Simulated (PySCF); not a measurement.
# H3O+ (SMILES [OH3+]): FCI/6-31G

What is the vertical ionisation energy of H3O+ at FCI/6-31G? The job is set up through a Python script.

The results are computed with PySCF 2.14.0.

5 further runs of the same task are left out: 5 set aside as unsound or not needed.

### 1 The system as given

H3O+: 4 atoms, total charge +1, spin state singlet. As SMILES, `[OH3+]`. The coordinates come from a PBE0-D4/def2-TZVP relaxation.

Bond lengths: O1–H2 0.978 Å, O1–H3 0.978 Å, O1–H4 0.978 Å. Angles: H2–O1–H3 113.0°, H2–O1–H4 113.0°, H3–O1–H4 113.0°.

### 2 A single-point energy at FCI/6-31G

Input file run.py:

```python
from pyscf import gto, mcscf
from pyscf import fci

mol = gto.M(
    atom='''
O      0.181970    -0.056700    -0.052760
H      0.219060     0.918440     0.015140
H     -0.408890    -0.368290    -0.767380
H      0.007860    -0.493450     0.805020
''',
    verbose=3,
    basis='6-31g',
    max_memory=1860,
    spin=0,
    charge=1,
)

calc0 = mol.RHF()
calc0.conv_tol = 1e-10
calc0.kernel()
if not calc0.converged:
    calc0 = calc0.newton().run(calc0.mo_coeff, calc0.mo_occ)

cas = mcscf.CASCI(calc0, calc0.mo_coeff.shape[-1] - 1, (mol.nelec[0] - 1, mol.nelec[1] - 1))  # full CI above the frozen core
cas.fcisolver = fci.direct_spin0.FCI(mol)  # even spin states alone
cas.kernel()
print('<S^2> = %.4f' % cas.fcisolver.spin_square(cas.ci, cas.ncas, cas.nelecas)[0])
e_final = cas.e_tot
print('Final energy', e_final)
```

Run with:

```sh
$ OMP_NUM_THREADS=1 python run.py
```

Standard output:

```text
converged SCF energy = -76.2685169407595
CASCI E = -76.4071678936933  E(CI) = -28.0169068276109  S^2 = 0.0000000
<S^2> = 0.0000
Final energy -76.40716789369327
```

Wall time 5.4 s (1 thread of Intel Xeon 6975P-C (Granite Rapids), shared host); peak memory 0.34 GiB.

### 3 Doublet [H3O]2+ at the same level

Input file job.py:

```python
from pyscf import gto, mcscf

mol = gto.Mole()
mol.atom = '''
O    0.181970  -0.056700  -0.052760
H    0.219060   0.918440   0.015140
H   -0.408890  -0.368290  -0.767380
H    0.007860  -0.493450   0.805020
'''
mol.basis = '6-31g'
mol.charge = 2
mol.verbose = 4
mol.spin = 1
mol.max_memory = 1860
mol.build()

mf = mol.ROHF()
mf.conv_tol = 1e-10
mf.kernel()
if not mf.converged:
    mf = mf.newton().run(mf.mo_coeff, mf.mo_occ)

cas = mcscf.CASCI(mf, mf.mo_coeff.shape[-1] - 1, (mol.nelec[0] - 1, mol.nelec[1] - 1))  # full CI above the frozen core
cas.fix_spin_(ss=0.75)
cas.kernel()
e_final = cas.e_tot
print('E(%s) = %.9f' % ('FCI', e_final))
```

Run with:

```sh
$ OMP_NUM_THREADS=1 python job.py
```

Standard output:

```text
PySCF version 2.14.0

[INPUT] num. atoms = 4
[INPUT] num. electrons = 9
[INPUT] charge = 2
[INPUT] spin (= nelec alpha-beta = 2S) = 1
[INPUT] symmetry False subgroup None
[INPUT] Mole.unit = angstrom
[INPUT] Symbol           X                Y                Z      unit          X                Y                Z       unit  Magmom
[INPUT]  1 O      0.181970000000  -0.056700000000  -0.052760000000 AA    0.343873462887  -0.107147471263  -0.099701950332 Bohr   0.0
[INPUT]  2 H      0.219060000000   0.918440000000   0.015140000000 AA    0.413963404847   1.735600061846   0.028610453526 Bohr   0.0
[INPUT]  3 H     -0.408890000000  -0.368290000000  -0.767380000000 AA   -0.772690115073  -0.695967234416  -1.450138033469 Bohr   0.0
[INPUT]  4 H      0.007860000000  -0.493450000000   0.805020000000 AA    0.014853247339  -0.932485356167   1.521267324797 Bohr   0.0

nuclear repulsion = 13.9563073672582
number of shells = 11
number of NR pGTOs = 34
number of NR cGTOs = 15
basis = 6-31g
ecp = {}

******** <class 'pyscf.scf.rohf.ROHF'> ********
method = ROHF
initial guess = minao
damping factor = 0
level_shift factor = 0
DIIS = <class 'pyscf.scf.diis.CDIIS'>
diis_start_cycle = 1
diis_space = 8
diis_damp = 0
SCF conv_tol = 1e-10
SCF conv_tol_grad = None
SCF max_cycles = 50
direct_scf = True
direct_scf_tol = 1e-13
num. doubly occ = 4  num. singly occ = 1
Set gradient conv threshold to 1e-05
init E= -76.5916166554432
  HOMO = -0.537370321205832  LUMO = 0.0695174771074136  gap/eV = 16.51426
cycle= 1 E= -75.2810441425034  delta_E= 1.31  |g|= 0.73  |ddm|= 1.02
  HOMO = -1.39016841332925  LUMO = -0.50368632874745  gap/eV = 24.12241
cycle= 2 E= -75.3963286218966  delta_E= -0.115  |g|= 0.334  |ddm|= 0.494
  HOMO = -1.16579944769411  LUMO = -0.455879585984032  gap/eV = 19.31790
cycle= 3 E= -75.417208782059  delta_E= -0.0209  |g|= 0.0243  |ddm|= 0.152
  HOMO = -1.16622129378461  LUMO = -0.449379892037165  gap/eV = 19.50625
cycle= 4 E= -75.4174269644274  delta_E= -0.000218  |g|= 0.00142  |ddm|= 0.0285
  HOMO = -1.16595006762477  LUMO = -0.449427455724337  gap/eV = 19.49757
cycle= 5 E= -75.4174281632078  delta_E= -1.2e-06  |g|= 0.000295  |ddm|= 0.00153
  HOMO = -1.16597951790627  LUMO = -0.4493888722311  gap/eV = 19.49942
cycle= 6 E= -75.4174282307118  delta_E= -6.75e-08  |g|= 4e-05  |ddm|= 0.000311
  HOMO = -1.1659815228754  LUMO = -0.449382112119459  gap/eV = 19.49966
cycle= 7 E= -75.4174282318278  delta_E= -1.12e-09  |g|= 5.22e-06  |ddm|= 4.57e-05
  HOMO = -1.16598226735623  LUMO = -0.449382395683071  gap/eV = 19.49968
cycle= 8 E= -75.4174282318425  delta_E= -1.47e-11  |g|= 9.74e-07  |ddm|= 8.43e-06
  HOMO = -1.16598252386982  LUMO = -0.449382401025583  gap/eV = 19.49968
Extra cycle  E= -75.4174282318428  delta_E= -3.41e-13  |g|= 2.7e-07  |ddm|= 1.07e-06
converged SCF energy = -75.4174282318428

******** <class 'pyscf.mcscf.casci.CASCI'> ********
CAS (4e+3e, 14o), ncore = 1, nvir = 0
natorb = False
canonicalization = True
sorting_mo_energy = False
******** <class 'pyscf.fci.addons.SpinPenaltyFCISolver'> ********
max. cycles = 200
conv_tol = 1e-08
davidson only = True
linear dependence = 1e-12
level shift = 0.001
max iter space = 12
nroots = 1
pspace_size = 400
spin = None
Density matrix diagonal elements [1.98560135 1.97579535 1.97579472 0.99532408 0.00823548 0.01144133
 0.01144015 0.0054658  0.00267201 0.00267311 0.00505502 0.00879361
 0.00879218 0.0029158 ]
CASCI converged
CASCI E = -75.5231284841062  E(CI) = -27.1326771135762  S^2 = 0.7500000
E(FCI) = -75.523128484
```

It took 2.9 s on 1 thread of Intel Xeon 6975P-C (Granite Rapids), shared host; peak memory 0.18 GiB.

### 4 Outcome

Level: FCI/6-31G, 1 core orbital frozen.

```
                                                   quantity         value
                                 singlet H3O+: total energy  -76.40717 Eh
          singlet H3O+: HOMO energy (Hartree–Fock orbitals)     -25.81 eV
          singlet H3O+: LUMO energy (Hartree–Fock orbitals)      -3.23 eV
        singlet H3O+: HOMO–LUMO gap (Hartree–Fock orbitals)      22.58 eV
   singlet H3O+: correlation energy (1 core orbital frozen)    -138.7 mEh
                              doublet [H3O]2+: total energy  -75.52313 Eh
doublet [H3O]2+: correlation energy (1 core orbital frozen)    -105.7 mEh
       vertical ionisation energy (to the doublet dication)     24.056 eV
```

The vertical ionisation energy comes to 24.06 eV (555 kcal/mol). Mulliken charges (singlet H3O+) of the mean-field density run from -0.72 on O1 to +0.57 on H2. Mulliken charges (doublet [H3O]2+) of the mean-field density run from -0.09 on O1 to +0.70 on H2.
